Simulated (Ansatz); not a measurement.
Born–Oppenheimer molecular dynamics of BH7NP (10 atoms, charge 0, multiplicity 1). It starts at the highest image of a converged band. Of that band: Neighbouring images differ by up to 1.7 eV, so the band resolves the path poorly. A vibrational analysis at the climbing image gives one clearly imaginary mode, 1339i cm⁻¹: a first-order saddle point.

All numbers below come from RKS B3LYP/def2-SVP in Ansatz.

```yaml
ensemble: NVE (velocity Verlet)
time_step: 0.5 fs
steps_asked: 200
starting_velocities_drawn_for: 100 K
seed: 10291
```

Frames 5 fs apart, positions in Å, forces in eV/Å.

Velocities at 5 fs (Å/ps):

```
B -3.23 -0.48 0.17
N 1.78 -1.66 -0.70
H -8.36 8.82 7.97
H -6.91 3.81 2.25
H 17.83 4.60 7.46
H 10.32 -1.65 -6.94
P -0.59 0.14 -0.02
H 8.46 6.59 1.42
H 1.88 0.14 -1.64
H 4.89 1.71 -1.88
```

```xyz
10
Properties=species:S:1:pos:R:3:forces:R:3 time_fs=5 energy_less_start_eV=0.041 T=61
B 0.053 0.172 0.405 -0.07 -0.22 0.29
N -0.114 -0.208 1.894 -0.49 -0.18 0.13
H -0.922 -0.752 2.194 0.08 0.14 -0.06
H 0.682 -0.336 2.509 0.16 -0.05 -0.14
H 1.199 0.241 0.110 0.50 0.12 -0.36
H -0.737 -0.286 -0.394 -0.01 0.07 0.21
P -0.453 2.332 0.272 -0.36 0.27 0.16
H -1.722 2.619 0.916 0.31 -0.19 -0.21
H 0.303 3.061 1.242 0.09 -0.03 -0.03
H -0.345 1.126 1.491 -0.21 0.07 0.00
10
Properties=species:S:1:pos:R:3:forces:R:3 time_fs=10 energy_less_start_eV=0.066 T=37
B 0.045 0.168 0.409 1.60 -0.07 0.32
N -0.112 -0.218 1.891 -0.02 -0.05 0.06
H -0.943 -0.686 2.223 -0.19 -0.12 0.07
H 0.685 -0.327 2.515 -0.06 -0.06 -0.27
H 1.263 0.273 0.124 -0.91 0.00 -0.01
H -0.700 -0.291 -0.413 -0.23 -0.01 0.05
P -0.457 2.334 0.272 0.38 0.14 -0.12
H -1.675 2.635 0.911 -0.48 0.01 0.16
H 0.324 3.057 1.228 0.09 -0.02 -0.07
H -0.347 1.147 1.476 -0.18 0.19 -0.19
10
Properties=species:S:1:pos:R:3:forces:R:3 time_fs=15 energy_less_start_eV=-0.024 T=124
B 0.065 0.160 0.421 -0.79 -0.91 0.94
N -0.113 -0.231 1.888 -0.37 -0.45 -0.41
H -0.976 -0.633 2.256 0.36 0.00 -0.14
H 0.695 -0.335 2.481 0.15 -0.13 0.22
H 1.186 0.312 0.119 0.89 0.16 -0.31
H -0.705 -0.291 -0.408 0.00 0.20 0.24
P -0.459 2.337 0.272 -0.32 0.49 0.18
H -1.703 2.649 0.926 0.15 0.06 -0.15
H 0.363 3.050 1.198 -0.02 0.12 -0.04
H -0.389 1.216 1.413 -0.04 0.46 -0.52
10
Properties=species:S:1:pos:R:3:forces:R:3 time_fs=20 energy_less_start_eV=-0.203 T=296
B 0.077 0.133 0.453 0.48 -1.44 1.12
N -0.115 -0.250 1.878 1.31 -0.61 -0.70
H -0.970 -0.599 2.272 -0.27 -0.29 0.02
H 0.707 -0.368 2.470 -0.36 0.03 -0.01
H 1.225 0.377 0.066 -0.49 -0.14 0.31
H -0.722 -0.252 -0.360 -0.19 0.14 -0.07
P -0.462 2.345 0.272 -0.55 2.38 -1.16
H -1.713 2.683 0.914 0.20 0.33 -0.22
H 0.398 3.072 1.155 -0.15 0.26 -0.08
H -0.443 1.375 1.253 0.02 -0.66 0.79
10
Properties=species:S:1:pos:R:3:forces:R:3 time_fs=25 energy_less_start_eV=-0.478 T=562
B 0.094 0.076 0.505 0.06 -0.82 -0.87
N -0.102 -0.282 1.859 0.09 -1.51 0.88
H -0.976 -0.613 2.268 0.27 -0.02 -0.36
H 0.677 -0.397 2.484 0.26 0.10 0.33
H 1.196 0.410 0.070 -0.30 -0.37 0.39
H -0.769 -0.180 -0.315 0.14 -0.07 0.15
P -0.470 2.370 0.264 -0.10 1.89 -0.81
H -1.688 2.794 0.856 -0.27 0.51 -0.03
H 0.399 3.151 1.097 -0.17 0.19 -0.06
H -0.494 1.400 1.261 0.01 0.10 0.37
10
Properties=species:S:1:pos:R:3:forces:R:3 time_fs=30 energy_less_start_eV=-0.728 T=804
B 0.111 0.000 0.542 -0.76 -0.45 -1.39
N -0.082 -0.338 1.855 0.61 -1.64 2.04
H -0.968 -0.651 2.210 -0.32 -0.27 0.16
H 0.667 -0.399 2.543 -0.18 0.14 -0.12
H 1.138 0.377 0.144 1.11 0.03 -0.29
H -0.794 -0.129 -0.243 0.02 -0.38 -0.05
P -0.479 2.410 0.250 -0.80 0.99 1.00
H -1.700 3.010 0.776 0.33 0.02 -0.36
H 0.365 3.275 1.023 -0.01 0.09 -0.07
H -0.541 1.437 1.363 -0.01 1.46 -0.91
10
Properties=species:S:1:pos:R:3:forces:R:3 time_fs=35 energy_less_start_eV=-1.124 T=1188
B 0.119 -0.086 0.551 1.41 0.07 -0.39
N -0.056 -0.421 1.881 -0.66 -0.75 0.22
H -0.982 -0.733 2.173 0.37 0.00 0.31
H 0.645 -0.373 2.604 0.08 -0.02 0.14
H 1.247 0.321 0.182 -0.84 -0.47 0.13
H -0.816 -0.160 -0.188 -0.05 -0.36 -0.29
P -0.493 2.461 0.240 -0.25 2.80 -1.50
H -1.655 3.239 0.622 0.05 -0.18 -0.30
H 0.329 3.419 0.928 0.16 -0.07 -0.21
H -0.595 1.728 1.346 -0.27 -1.03 1.89
10
Properties=species:S:1:pos:R:3:forces:R:3 time_fs=40 energy_less_start_eV=-1.427 T=1480
B 0.149 -0.172 0.551 -0.72 -0.73 1.04
N -0.037 -0.516 1.913 -0.04 0.08 -0.77
H -0.952 -0.829 2.212 -0.05 -0.04 0.30
H 0.622 -0.355 2.671 -0.05 -0.16 -0.25
H 1.232 0.181 0.228 0.43 0.17 -0.41
H -0.829 -0.274 -0.184 0.60 -0.20 0.14
P -0.510 2.528 0.225 -0.11 0.49 1.44
H -1.601 3.433 0.398 -0.32 -0.09 -0.12
H 0.331 3.548 0.788 0.24 -0.15 -0.17
H -0.697 1.920 1.579 0.02 0.64 -1.19
10
Properties=species:S:1:pos:R:3:forces:R:3 time_fs=45 energy_less_start_eV=-1.616 T=1662
B 0.171 -0.273 0.572 0.35 -0.63 1.06
N -0.021 -0.612 1.933 -0.18 0.38 -0.31
H -0.913 -0.927 2.307 -0.01 0.05 -0.23
H 0.603 -0.367 2.695 0.28 -0.14 -0.22
H 1.273 0.062 0.200 -0.11 0.12 0.04
H -0.739 -0.440 -0.173 -0.24 -0.17 -0.35
P -0.528 2.602 0.217 -0.47 0.67 0.94
H -1.600 3.591 0.147 0.22 -0.49 0.07
H 0.385 3.642 0.608 0.08 -0.21 -0.03
H -0.801 2.209 1.623 0.08 0.42 -0.98
10
Properties=species:S:1:pos:R:3:forces:R:3 time_fs=50 energy_less_start_eV=-1.662 T=1708
B 0.197 -0.388 0.612 0.34 -0.46 -1.09
N -0.008 -0.701 1.949 -0.02 0.42 0.54
H -0.881 -1.018 2.361 -0.03 0.00 -0.30
H 0.643 -0.415 2.671 0.21 -0.15 0.00
H 1.302 -0.026 0.179 -0.58 -0.02 0.53
H -0.670 -0.640 -0.212 0.12 0.06 0.30
P -0.549 2.680 0.215 0.40 0.40 -1.83
H -1.563 3.650 -0.091 0.06 -0.09 0.03
H 0.456 3.687 0.420 -0.11 -0.13 0.08
H -0.907 2.588 1.520 -0.40 -0.03 1.73
10
Properties=species:S:1:pos:R:3:forces:R:3 time_fs=55 energy_less_start_eV=-1.655 T=1701
B 0.226 -0.515 0.633 -0.92 -0.75 -0.61
N 0.007 -0.782 1.972 0.56 0.48 0.23
H -0.864 -1.112 2.358 -0.12 -0.12 0.16
H 0.720 -0.502 2.642 -0.34 -0.21 0.17
H 1.249 -0.101 0.256 0.99 0.46 -0.11
H -0.591 -0.832 -0.202 -0.14 0.07 0.15
P -0.568 2.762 0.204 -0.54 -0.10 1.39
H -1.512 3.686 -0.325 -0.04 0.17 -0.05
H 0.506 3.704 0.252 -0.11 0.08 0.17
H -1.055 2.969 1.640 0.66 -0.08 -1.50
10
Properties=species:S:1:pos:R:3:forces:R:3 time_fs=60 energy_less_start_eV=-1.749 T=1791
B 0.245 -0.653 0.641 1.19 0.54 0.05
N 0.027 -0.857 1.998 -0.46 -0.15 -0.27
H -0.848 -1.224 2.374 0.40 0.02 0.04
H 0.745 -0.627 2.666 -0.03 0.08 0.42
H 1.331 -0.110 0.335 -0.74 -0.50 0.06
H -0.549 -1.012 -0.167 -0.33 -0.03 -0.29
P -0.591 2.843 0.201 -0.59 0.50 0.13
H -1.457 3.744 -0.557 0.33 -0.34 0.32
H 0.529 3.735 0.122 -0.10 -0.01 0.14
H -1.078 3.331 1.495 0.33 -0.11 -0.61
```

Of the whole run (100 fs, mean temperature of the second half 1760 K): The conserved energy stayed within 0.096 meV per atom of its start (net change 0.042 meV per atom), so the integration is sound. The kinetic energy rose, since the run started high on the potential surface and went downhill. It ends in pieces (BH4N + H3P), so much of that is their flight and rotation, not heat. A run of 0.1 ps of so small a system gives no equilibrium averages. The orbitals stay closed-shell, which can raise the energy where a bond breaks towards radicals; this wasn't checked here.

The run took 9 min on 1 thread of Arm Neoverse V1, on a shared host, peak memory 0.17 GiB.
